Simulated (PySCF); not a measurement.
# AlN−: bond curves at several levels of theory

The task here is to estimate one member of a computed series from the others.

Computed with PySCF 2.14.0. Level: Al def2-SVPD, N def2-SVPD, no relativity.

6 further runs of the same task are left out: 6 set aside as unsound or not needed.

The first run:

The job is set up so:

```yaml
atoms: Al, N
charge: -1
basis: Al def2-SVPD, N def2-SVPD
Hamiltonian: no relativity
basis_functions: 44
electrons_treated: 21
masses_in_u: 26.9815, 14.0031
levels: PBE0, PBE, r²SCAN, BP86, HSE06
grid: 80 radial by 434 angular points
occupations: held fixed by the projection of orbital angular momentum
dissociation_limit: Al− + N, each in its ground configuration
starting_distance_in_angstrom: 1.950
values_of_2S_to_try: 1, 3, 5
```

The run is started by

```bash
OMP_NUM_THREADS=1 python dia.py task.json out
```

Steps of the session up to this table: The job; First curve: PBE0; Higher solutions at PBE0; PBE; r²SCAN (meta-GGA); BP86 (GGA); HSE06 (range-separated hybrid).

One of the session's tables, all rows but one given; the rest of the session is left out.

Energy (eV) from each level's lowest point:

```
R (Å)    PBE   BP86  r²SCAN   PBE0  HSE06
1.535  1.232  1.231   1.156  1.114  1.112
1.607  0.578  0.578   0.521  0.491  0.491
1.678  0.203  0.203   0.167  0.149  0.150
1.731  0.057  0.057   0.039  0.030  0.031
1.785  0.000  0.000   0.000  0.000  0.000
1.839  0.011  0.011   0.029  0.038  0.037
1.910      ?      ?       ?      ?      ?
1.999  0.311  0.311   0.376  0.410  0.406
2.106  0.635  0.635   0.716  0.759  0.752
2.249  1.117  1.120   1.193  1.232  1.222
```

Q: Estimate the row for R (Å) = 1.910 from the others.

Worked estimate for «PBE». A straight line through the neighbours (1.839, 0.011) and (1.999, 0.311) gives 0.011 + (0.311 − 0.011) × (1.910 − 1.839) / (1.999 − 1.839) = 0.144; a parabola fitted to 4 rows on both sides gives 0.115.

**Answer.** PBE: 0.105; BP86: 0.105; r²SCAN: 0.146; PBE0: 0.167; HSE06: 0.165. In «PBE» the line misses by +0.039 and the parabola by +0.010.

State 2 has its PBE0 minimum 0.05 eV higher. The other levels ran on the lowest alone.
